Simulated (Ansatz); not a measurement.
Predict the output of the script below (Ansatz 0.2.0 through its Python package).

Script `h3ssi.py`:
```python
import itertools
import warnings

import ansatz as az
from ase.data import atomic_numbers, covalent_radii
import numpy as np

GEOMETRY = '''
Si   -0.08670   -0.02810   -0.00810
S     1.93660   -0.36120    0.24770
H    -0.93330   -0.66440    1.04010
H    -0.48680   -0.49260   -1.34770
H    -0.38000    1.47260    0.02660
'''

warnings.simplefilter('ignore', az.DeckWarning)

h3ssi = az.Crystal.molecule()
for line in GEOMETRY.strip().splitlines():
    symbol, *xyz = line.split()
    h3ssi = h3ssi.atom(symbol, [float(v) for v in xyz])

calculation = (
    h3ssi.calculation()
    .basis(gaussian='def2-SVP')
    .functional('pbe0', dispersion='d3bj')
    .spin('collinear', total=1)
)
symbols = [site.symbol for site in h3ssi.cartesian_sites]
start = np.array([site.position_ang for site in h3ssi.cartesian_sites], dtype=float)
summary = calculation.relax(force_tolerance=0.01).run().report
end = np.array(summary['positions_ang'])
radius = [covalent_radii[atomic_numbers[s]] for s in symbols]
span = lambda where, i, j: np.linalg.norm(where[i] - where[j])
bonded = [(i, j) for i, j in itertools.combinations(range(len(symbols)), 2) if min(span(start, i, j), span(end, i, j)) < 1.2 * (radius[i] + radius[j])]
print('pair        before    after (A)')
for i, j in bonded:
    print(f'{symbols[i]}{i}-{symbols[j]}{j}'.ljust(10), f'{span(start, i, j):8.4f} {span(end, i, j):8.4f}')

minimum = az.Crystal.molecule()
for symbol, place in zip(symbols, end):
    minimum = minimum.atom(symbol, place.tolist())
at_minimum = minimum.calculation().spin('collinear', total=1)
level = lambda method, basis: at_minimum.basis(gaussian=basis).correlation(method).run().report
small, large, cluster = level('mp2', 'cc-pVDZ'), level('mp2', 'cc-pVTZ'), level('ccsd_t', 'cc-pVDZ')
corr = lambda each: (each['free_energy_ev'] - each['reference_energy_ev']) / 27.211386246
mp2_limit = (27 * corr(large) - 8 * corr(small)) / 19
pieces = {'HF / cc-pVTZ': large['reference_energy_ev'] / 27.211386246, 'MP2 correlation, DZ-TZ limit': mp2_limit, 'CCSD(T) - MP2 / cc-pVDZ': corr(cluster) - corr(small)}
for name, value in pieces.items():
    print(f'{name:32s} {value:14.6f} Ha')
print(f'{"sum":32s} {sum(pieces.values()):14.6f} Ha')
print('T1 diagnostic', round(cluster['correlation']['coupled_cluster']['t1_diagnostic'], 4))
```

Output of `python h3ssi.py`:
```text
pair        before    after (A)
Si0-S1       2.0664   2.1316
Si0-H2       1.4901   1.4929
Si0-H3       1.4732   1.4929
Si0-H4       1.5295   1.4974
HF / cc-pVTZ                        -688.239376 Ha
MP2 correlation, DZ-TZ limit          -0.297412 Ha
CCSD(T) - MP2 / cc-pVDZ               -0.046347 Ha
sum                                 -688.583135 Ha
T1 diagnostic 0.0131
```

Notes:
- Total energies depend on the basis set; only differences at equal settings carry meaning.
- The sum leaves out core correlation, relativity, the Hartree-Fock basis error and zero-point energy; a DZ-TZ extrapolation is rough.
- The run takes the species as open-shell (spin multiplicity 2), which needn't be its ground state.
- Inner cores stay frozen, so this is valence correlation.
- For Al to Cl the sets with a tight d function, cc-pV(X+d)Z, are usual.
- Run time: 33 s on 1 thread of Arm Neoverse V2, on a shared host, peak memory 0.25 GiB.
